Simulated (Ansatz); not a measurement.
`FCC=C(F)F`, relaxed with RKS PBE0-D4/def2-TZVP in the Gaussian-basis code of Ansatz from a PBE-D4/def2-SVP geometry. The force threshold is 0.005 eV/Å; the program also tests the step.

Charge 0, multiplicity 1.

Start:

```xyz
9

F     0.032   -0.797   -2.010
C     0.120    0.270   -1.117
C     0.465   -0.205    0.256
C    -0.390   -0.156    1.288
F    -1.618    0.344    1.236
F    -0.118   -0.578    2.512
H    -0.849    0.815   -1.114
H     0.907    0.962   -1.495
H     1.450   -0.655    0.445
```

| step | energy (eV) | largest force (eV/Å) | largest move (Å) |
| --- | --- | --- | --- |
| 1 | -11302.9100 | 0.720 | 0.000 |
| 2 | -11302.9569 | 0.282 | 0.021 |
| 3 | -11302.9610 | 0.045 | 0.009 |
| 4 | -11302.9610 | 0.038 | 0.003 |
| 5 | -11302.9610 | 0.018 | 0.002 |
| 6 | -11302.9610 | 0.009 | 0.002 |
| 7 | -11302.9610 | 0.002 | 0.001 |

End:

```xyz
9

F     0.029   -0.787   -1.988
C     0.119    0.279   -1.101
C     0.460   -0.207    0.257
C    -0.383   -0.154    1.271
F    -1.599    0.336    1.227
F    -0.117   -0.573    2.484
H    -0.837    0.805   -1.110
H     0.898    0.945   -1.484
H     1.431   -0.644    0.444
```

It took 16 s on 4 threads of a server CPU on a shared host, with 0.48 GiB of host memory at the peak.
